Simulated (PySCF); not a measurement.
C4H12N2.
Atom-mapped SMILES: `[CH3:1][CH2:2][NH:3][N:4]([CH3:5])[CH3:6]` (hydrogens: H7, H8, H9 on C1; H10, H11 on C2; H12 on N3; H13, H14, H15 on C5; H16, H17, H18 on C6)

Computed, not measured: PBE0-D3(BJ)/def2-SVP geometry optimisation, gas phase in PySCF 2.14.0.

Question: Give the optimised bond lengths and angles.

Answer: 
```csv
bond,length (bohr),order
C1–C2,2.865,single
C2–N3,2.733,single
N3–N4,2.639,single
"N4–C5, N4–C6",2.724,single
"C1–H7, C1–H8, C1–H9",2.080,single
C2–H10,2.102,single
C2–H11,2.081,single
N3–H12,1.941,single
C5–H13 and 3 like bonds,2.079,single
"C5–H15, C6–H17",2.106,single
```

Bonds in one row agree within 0.02 bohr and their mean is given. Orders are formal, as drawn. A selection of angles:
```csv
angle,degrees
C2–C1–H7,111.0
H7–C1–H8,108.7
H7–C1–H9,107.4
C1–C2–N3,110.3
C1–C2–H10,109.3
C1–C2–H11,110.5
N3–C2–H10,113.2
N3–C2–H11,107.2
H10–C2–H11,106.2
C2–N3–N4,113.7
C2–N3–H12,110.6
N4–N3–H12,111.1
N3–N4–C5,113.6
N3–N4–C6,110.7
C5–N4–C6,113.1
N4–C5–H13,110.3
N4–C5–H15,112.7
H13–C5–H14,107.6
H16–C6–H18,108.9
```

Torsions: C1–C2–N3–N4 -179° (antiperiplanar); C2–N3–N4–C5 -84° (synclinal). The mirror-image conformer, all signs reversed, is as good.

N4 (hydrazine nitrogen) is pyramidal (angles 113.6°, 113.1° and 110.7°, sum 337.4°, 0.40 Å off the plane of its three neighbours). Of the pairs four or more bonds apart, H10···H14 is among the closest relative to their van der Waals radii: 2.27 Å, 94 % of the sum of Bondi's values. N3 (hydrazine nitrogen) is pyramidal (angles 113.7°, 111.1° and 110.6°, sum 335.5°, 0.37 Å off the plane of its three neighbours).

Point group: C1 (no symmetry element, even within 0.4 Å). Stationary, but not proved a minimum. The numbers are those of one conformer.

On Intel Xeon 6975P-C, one thread (shared host), this took 27 s wall and 0.66 GiB of memory at its peak. That covers the optimisation of the geometry.
